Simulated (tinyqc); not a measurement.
RHF in the sto-6g basis, for H3O+, spin multiplicity 1, step by step (part 2 of 2). Computed by tinyqc, a small Python program that keeps every step (integrals from PySCF). Command: `OMP_NUM_THREADS=1 python tinyqc.py 20420 20421 out.jsonl` (the two numbers bound the seeds that draw the settings). One thread of a shared host (Intel(R) Xeon(R) Processor @ 2.60GHz), about 0.2 s of CPU time with the checks.

Geometry (angstrom):
```
atom,x,y,z
O,0.000000,0.000000,0.093000
H,0.954000,0.000000,0.000000
H,-0.477000,0.826000,0.000000
H,-0.477000,-0.826000,0.000000
```

## Iteration 2: diagonalisation and new density

Fock matrix F (hartree), lower triangle:
```
,1O 1s,1O 2s,1O 2px,1O 2py,1O 2pz,2H 1s,3H 1s,4H 1s
1O 1s,-21.285429
1O 2s,-5.139277,-2.959085
1O 2px,0.000005,0.000074,-0.996509
1O 2py,0.000000,0.000000,0.000000,-0.996538
1O 2pz,0.008269,0.035387,-0.000010,0.000000,-0.995547
2H 1s,-1.234582,-1.258567,-0.680494,0.000000,0.083549,-0.940710
3H 1s,-1.235040,-1.258889,0.340362,-0.589375,0.083572,-0.424931,-0.940958
4H 1s,-1.235040,-1.258889,0.340362,0.589375,0.083572,-0.424931,-0.425110,-0.940958
```

X, lower triangle:
```
,1O 1s,1O 2s,1O 2px,1O 2py,1O 2pz,2H 1s,3H 1s,4H 1s
1O 1s,1.023661
1O 2s,-0.146592,1.341200
1O 2px,0.000004,-0.000065,1.132083
1O 2py,0.000000,0.000000,0.000000,1.132097
1O 2pz,0.002110,-0.025149,0.000006,0.000000,1.001974
2H 1s,0.018766,-0.280914,-0.285730,0.000000,0.022122,1.213079
3H 1s,0.018769,-0.281030,0.142916,-0.247507,0.022134,-0.069352,1.213194
4H 1s,0.018769,-0.281030,0.142916,0.247507,0.022134,-0.069352,-0.069384,1.213194
```

Diagonalise F' = X^T F X, C = X C', fill 5 alpha and 5 beta electrons from the bottom; D = 2 C_occ C_occ^T. Each column has its largest component positive (the first on a tie).

F' = X^T F X (hartree), lower triangle:
```
,1,2,3,4,5,6,7,8
1,-20.949225
2,-2.537118,-1.641862
3,-0.000002,-0.000023,-0.679822
4,0.000000,0.000000,0.000000,-0.679832
5,0.010652,-0.017516,0.000001,0.000000,-0.990308
6,-0.215478,-0.526604,-0.559949,0.000000,0.052467,-0.310971
7,-0.215616,-0.526762,0.280044,-0.484998,0.052484,-0.088619,-0.310937
8,-0.215616,-0.526762,0.280044,0.484998,0.052484,-0.088619,-0.088651,-0.310937
```

orbital energies (hartree): MO1 -21.288491, MO2 -1.850098, MO3 -1.174096, MO4 -1.174075, MO5 -0.996246, MO6 0.065233, MO7 0.271902, MO8 0.271979

coefficients C:
```
,MO1,MO2,MO3,MO4,MO5,MO6,MO7,MO8
1O 1s,0.996644,-0.230283,0.000000,-0.000024,-0.018734,-0.154115,-0.000080,0.000000
1O 2s,0.016433,0.884583,0.000000,0.000129,0.100712,1.124680,0.000677,0.000000
1O 2px,-0.000001,-0.000075,0.000000,0.713825,-0.000028,0.000351,-0.945810,0.000000
1O 2py,0.000000,0.000000,0.713829,0.000000,0.000000,0.000000,0.000000,0.945840
1O 2pz,-0.000771,-0.038576,0.000000,0.000027,0.994085,-0.127923,-0.000074,0.000000
2H 1s,-0.003130,0.090468,0.000000,0.380369,-0.029982,-0.675333,1.016232,0.000000
3H 1s,-0.003131,0.090504,0.329414,-0.190172,-0.029962,-0.674696,-0.508652,-0.880482
4H 1s,-0.003131,0.090504,-0.329414,-0.190172,-0.029962,-0.674696,-0.508652,0.880482
```

D after iteration 2, lower triangle:
```
,1O 1s,1O 2s,1O 2px,1O 2py,1O 2pz,2H 1s,3H 1s,4H 1s
1O 1s,2.093361
1O 2s,-0.378427,1.585799
1O 2px,-0.000001,0.000046,1.019092
1O 2py,0.000000,0.000000,0.000000,1.019102
1O 2pz,-0.021017,0.131961,-0.000011,0.000000,1.979389
2H 1s,-0.046801,0.154009,0.543022,0.000000,-0.066563,0.307548
3H 1s,-0.046793,0.153929,-0.271511,0.470291,-0.066559,-0.126480,0.307556
4H 1s,-0.046793,0.153929,-0.271511,-0.470291,-0.066559,-0.126480,-0.126500,0.307556
```

Within a degenerate level the vectors are fixed only up to a rotation; this is one choice.

## Iteration 10 (converged): orbitals

converged F (hartree), lower triangle:
```
,1O 1s,1O 2s,1O 2px,1O 2py,1O 2pz,2H 1s,3H 1s,4H 1s
1O 1s,-21.101390
1O 2s,-5.102856,-2.886705
1O 2px,0.000006,0.000071,-0.941525
1O 2py,0.000000,0.000000,0.000000,-0.941545
1O 2pz,0.006902,0.038131,-0.000008,0.000000,-0.909351
2H 1s,-1.226552,-1.230206,-0.660866,0.000000,0.079459,-0.902411
3H 1s,-1.227006,-1.230522,0.330547,-0.572376,0.079481,-0.416830,-0.902655
4H 1s,-1.227006,-1.230522,0.330547,0.572376,0.079481,-0.416830,-0.417007,-0.902655
```

As before.

F' = X^T F X (hartree), lower triangle:
```
,1,2,3,4,5,6,7,8
1,-20.765243
2,-2.530331,-1.571587
3,0.000000,-0.000030,-0.624704
4,0.000000,0.000000,0.000000,-0.624704
5,0.008812,-0.012579,0.000003,0.000000,-0.904429
6,-0.214563,-0.521980,-0.557901,0.000000,0.049677,-0.278377
7,-0.214700,-0.522140,0.279024,-0.483228,0.049694,-0.090848,-0.278338
8,-0.214700,-0.522140,0.279024,0.483228,0.049694,-0.090848,-0.090883,-0.278338
```

orbital energies (hartree): MO1 -21.104632, MO2 -1.784706, MO3 -1.123585, MO4 -1.123571, MO5 -0.909416, MO6 0.097424, MO7 0.311340, MO8 0.311426

coefficients C:
```
,MO1,MO2,MO3,MO4,MO5,MO6,MO7,MO8
1O 1s,0.996535,-0.229349,0.000000,-0.000024,-0.018958,-0.156174,-0.000083,0.000000
1O 2s,0.016934,0.875209,0.000000,0.000131,0.099656,1.132076,0.000699,0.000000
1O 2px,-0.000001,-0.000072,0.000000,0.707989,-0.000022,0.000365,-0.950187,0.000000
1O 2py,0.000000,0.000000,0.707991,0.000000,0.000000,0.000000,0.000000,0.950217
1O 2pz,-0.000717,-0.040113,0.000000,0.000017,0.994357,-0.125316,-0.000076,0.000000
2H 1s,-0.003199,0.095987,0.000000,0.386618,-0.027753,-0.674680,1.013861,0.000000
3H 1s,-0.003200,0.096026,0.334829,-0.193299,-0.027740,-0.674020,-0.507482,-0.878438
4H 1s,-0.003200,0.096026,-0.334829,-0.193299,-0.027740,-0.674020,-0.507482,0.878438
```

D after iteration 10, lower triangle:
```
,1O 1s,1O 2s,1O 2px,1O 2py,1O 2pz,2H 1s,3H 1s,4H 1s
1O 1s,2.092083
1O 2s,-0.371485,1.552419
1O 2px,-0.000003,0.000055,1.002497
1O 2py,0.000000,0.000000,0.000000,1.002504
1O 2pz,-0.020730,0.127949,-0.000013,0.000000,1.980710
2H 1s,-0.049371,0.162479,0.547431,0.000000,-0.062875,0.318935
3H 1s,-0.049364,0.162398,-0.273720,0.474113,-0.062872,-0.129471,0.318952
4H 1s,-0.049364,0.162398,-0.273720,-0.474113,-0.062872,-0.129471,-0.129491,0.318952
```

Within a degenerate level the vectors are fixed only up to a rotation; this is one choice.

## Convergence

Stop when the energy changes by less than 1e-09 hartree and every element of the error matrix X^T (F D S - S D F) X is below 9e-06.

Course of the cycle:
```
iteration,E (hartree),change,largest element of the error matrix
1,-73.99383282,-,8.09e-01
2,-76.01871244,-2.02e+00,1.36e-01
3,-76.03867516,-2.00e-02,1.76e-02
4,-76.03917990,-5.05e-04,3.47e-03
5,-76.03919462,-1.47e-05,6.08e-04
6,-76.03919538,-7.56e-07,1.67e-04
7,-76.03919545,-7.58e-08,6.49e-05
8,-76.03919547,-1.04e-08,2.54e-05
9,-76.03919547,-1.55e-09,9.96e-06
10,-76.03919547,-2.36e-10,3.91e-06
```

PySCF RHF in the same basis = -76.03919547 hartree

Converged in 10 iterations.

## Populations, bond orders and dipole

overlap S, lower triangle:
```
,1O 1s,1O 2s,1O 2px,1O 2py,1O 2pz,2H 1s,3H 1s,4H 1s
1O 1s,1.000000
1O 2s,0.231145,1.000000
1O 2px,0.000000,0.000000,1.000000
1O 2py,0.000000,0.000000,0.000000,1.000000
1O 2pz,0.000000,0.000000,0.000000,0.000000,1.000000
2H 1s,0.055262,0.475928,0.390403,0.000000,-0.038058,1.000000
3H 1s,0.055283,0.476034,-0.195263,0.338128,-0.038070,0.205490,1.000000
4H 1s,0.055283,0.476034,-0.195263,-0.338128,-0.038070,0.205490,0.205577,1.000000
```

Mulliken: Z minus the diagonal of D S on the atom; Loewdin: the same with S^(1/2) D S^(1/2); Mayer order: 2 sum_s sum (D(s) S)_ij (D(s) S)_ji over the two atoms.

Charges (e):
```
atom,Mulliken,Loewdin
1O,-0.330650,-0.026374
2H,0.443563,0.342164
3H,0.443543,0.342105
4H,0.443543,0.342105
```

Mayer bond orders:
```
pair,order
2-1,0.774241
3-1,0.774263
3-2,0.014506
4-1,0.774263
4-2,0.014506
4-3,0.014501
```

dipole moment about the origin, x y z (debye): 0.000136  0.000000  -0.314802
